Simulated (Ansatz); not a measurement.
**Fluorite SrCl2**

Level of theory: LDA (plane waves, PAW; Ansatz, a program for electronic structure).

Settings: plane-wave cutoff 520 eV, 8×8×8 k mesh, perturbation theory, force constants from a 4×4×4 q mesh, scalar-relativistic PAW data made under PBE.

Cell: relaxed at this level.

| Property | Result |
|---|---|
| electronic dielectric constant ε∞ | 3.13 |
| dielectric constant ε0 (ions relaxed) | 7.23 |
| zero-point energy | 0.027 eV/atom |

Cost on a shared machine: roughly 9 core-minutes.
